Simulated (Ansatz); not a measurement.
# SiPH (singlet): wave-function methods side by side at distance Si1–P2 = 4.508 Å, 6-31G

Aim: climb from Hartree-Fock through coupled cluster and multireference methods for SiPH (singlet) at one geometry and basis, and see what each rung misses.

Program: Ansatz 0.2.0, Gaussian basis. Level of theory: 6-31G, core rule «outside noble gas», up to 10 orbitals frozen. These are calculated values, not measurements.

The runs, in order: UHF; CCSD(T) on RHF; CCSD(T) on UHF; BCCD(T) on RHF; CISD; CCSDT(Q) on RHF; CCSDT(Q) on UHF; CASSCF and MRCISD+Q, 2 electrons in 2 orbitals; CASSCF and NEVPT2, 2 electrons in 2 orbitals; CASSCF and MRCISD+Q, 10 electrons in 9 orbitals; CASSCF and NEVPT2, 10 electrons in 9 orbitals; Full CI.

8 further runs of the same task are left out: 1 for a known fault of the program, 7 that didn't finish. Runs told in other sessions of the task aren't counted.

## (1) The system

The geometry derives from a PBE0/def2-TZVP stationary point (not a proven minimum). One bond is set to the value named and the two fragments are kept rigid.

3 atoms, charge 0, spin multiplicity 1.

Atoms are counted from 1 here; the program's logs count them from 0.

Bond lengths: P2–H3 1.492 Å.

## (2) UHF

in.yaml

```yaml
crystal:
  periodic: [false, false, false]
  atoms:
    - {symbol: Si, position_ang: [0.000000, -0.402434, 2.765889]}
    - {symbol: P, position_ang: [0.000000, -0.452707, -1.741830]}
    - {symbol: H, position_ang: [0.000000, 0.855142, -1.024059]}
basis:
  gaussian: {orbitals: 6-31G}
magnetization: {spin_polarized: true, initial_magnetization: 0}
hamiltonian: {xc: hf}
output: {orbitals: {seedname: orbitals}}
```

The run is started by

```bash
> ansatz run in.yaml --threads 1 --pin off --events-out ev --progress --plain --max-ram 4096MiB --backend cpu
```

Further steps of the session: CCSD(T) on RHF; CCSD(T) on UHF; BCCD(T) on RHF; CISD; CCSDT(Q) on RHF; CCSDT(Q) on UHF; CASSCF and MRCISD+Q, 2 electrons in 2 orbitals; CASSCF and NEVPT2, 2 electrons in 2 orbitals; CASSCF and MRCISD+Q, 10 electrons in 9 orbitals; CASSCF and NEVPT2, 10 electrons in 9 orbitals; Full CI.

Before running them: what should the planned runs give, taken together? Wanted: FCI from the RHF energy; RMP2 from FCI; UMP2 from FCI; RCCSD from FCI; RCCSD(T) from FCI; UCCSD(T) from FCI; RCCSDT(Q) from FCI; UCCSDT(Q) from FCI; NEVPT2 valence from FCI.

**Answer**, as computed:

| quantity | value |
| --- | --- |
| FCI from the RHF energy | -5.2768 eV |
| RMP2 from FCI | -72.2 kJ/mol |
| UMP2 from FCI | +58.7 kJ/mol |
| RCCSD from FCI | -15.2 kJ/mol |
| RCCSD(T) from FCI | -122.1 kJ/mol |
| UCCSD(T) from FCI | +2.0 kJ/mol |
| RCCSDT(Q) from FCI | +108.5 kJ/mol |
| UCCSDT(Q) from FCI | +0.4 kJ/mol |
| NEVPT2 valence from FCI | +28.7 kJ/mol |
| MRCISD+Q valence from FCI | +0.2 kJ/mol |
| levels within 1 kcal/mol (43 meV) | UCCSD, UCCSD(T), UCCSDT, UCCSDT(Q), MRCISD valence, MRCISD+Q valence |
| T1 diagnostic | 0.054 |
| effectively unpaired electrons | 3.86 |

What this shows: RCCSD(T) lands -122.1 kJ/mol from the yardstick (24.0 % of the correlation energy). CCSD(T) misses by -122.1 kJ/mol on the restricted determinant and by +2.0 kJ/mol on the unrestricted one; the two need not hold the same state or core. RMP2, RCCSD, RCCSD(T), BCCD(T), RCCSDT fall below full CI, which methods that aren't variational can do. The occupations show strong static correlation (3.9 unpaired electrons where one determinant has 0). Of the multireference levels listed MRCISD+Q valence comes nearest in total energy (+0.2 kJ/mol), which doesn't show that its space is the better one. Coupled cluster took another determinant than the lowest Hartree-Fock one. These misses are within one basis, not against nature.

The restricted and unrestricted ladders end 1.12 eV apart at CCSDT(Q), which points to two states or an unsound top rung; rows of one don't measure the error of the other.
